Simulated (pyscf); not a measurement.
PySCF, gas phase, ωB97X-D3(BJ)/def2-SVP geometries. Correlated levels are frozen-core, on RHF or UHF. ΔMP2 is the change of the MP2 total energy from the triple- to the quadruple-zeta basis.

### Question
What is the homolytic dissociation enthalpy (298 K, CCSD(T)/def2-TZVPP + ΔMP2(QZVPP)) of the F–Li bond of Li–F, to Li• + F•?

### Answer
F–Li to Li• + F•: 563.5 kJ/mol. The CCSD(T) − MP2 part came from Ansatz, without density fitting, on the same reference. The frozen core leaves the outer d or s,p core shells of the metals and heavy elements correlated in the MP2 and CC values, and def2-TZVPP describes them poorly, which can shift differences by a few kcal/mol. Left out: the spin-orbit lowering of F.
